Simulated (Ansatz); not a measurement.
Geometry optimisation, RKS revPBE/def2-SVP in Ansatz.

input.yaml

```yaml
crystal:
  periodic: [false, false, false]
  atoms:
    - { symbol: B, position_ang: [-0.119712, 0.3378, -0.700972] }
    - { symbol: "N", position_ang: [1.368512, -0.191833, 1.544719] }
    - { symbol: H, position_ang: [0.479985, -0.653485, 1.767196] }
    - { symbol: H, position_ang: [1.236016, 0.825338, 1.530805] }
    - { symbol: H, position_ang: [1.700821, -0.493545, 0.603758] }
    - { symbol: H, position_ang: [-1.202422, 0.175724, -0.057906] }
basis:
  gaussian: { orbitals: def2-SVP }
hamiltonian:
  xc: revpbe
relax:
  f_tol: 0.03
  max_steps: 50
```

Command:

```bash
$ ansatz run input.yaml --threads 1 --pin off --max-ram 2048MiB --backend cpu --events-out ev --progress --plain --runs-dir out
```

**Question.** Where does it end, and by what steps?

**Answer.** It converged. After 21 steps the energy has fallen by 0.765 eV; N2 moved furthest, 0.69 Å. Joined: B1–N2 (2.75 → 1.70 Å).

```
step  energy less start (eV)  largest force component (eV/Å)  accepted
   0                  0.0000                           0.568       yes
   1                 -0.0299                           0.196       yes
   2                 -0.0337                           0.196       yes
   3                 -0.0363                           0.214       yes
   4                 -0.0384                           0.209       yes
   5                 -0.0409                           0.161       yes
   6                 -0.0454                           0.190       yes
   7                 -0.0688                           0.824       yes
   8                 -0.2799                           1.613       yes
   9                 -0.6104                           1.361       yes
  10                 -0.6684                           1.006       yes
  11                 -0.7097                           0.752       yes
  12                 -0.7495                           0.134       yes
  13                 -0.7510                           0.054       yes
  14                 -0.7565                           0.136       yes
  15                 -0.7515                           0.353        no
  16                 -0.7612                           0.126       yes
  17                 -0.7633                           0.165       yes
  18                 -0.7651                           0.047       yes
  19                 -0.7651                           0.044       yes
  20                 -0.7652                           0.060       yes
  21                 -0.7654                           0.020       yes
```

```xyz
6
Properties=species:S:1:pos:R:3
B 0.075 0.342 -0.370
N 0.929 -0.130 1.019
H 0.546 -0.724 1.798
H 1.165 0.799 1.418
H 1.838 -0.521 0.735
H -1.090 0.234 0.088
```

Time of the run: 15 s on 1 thread of Arm Neoverse V2, on a shared host, peak memory 0.1 GiB.
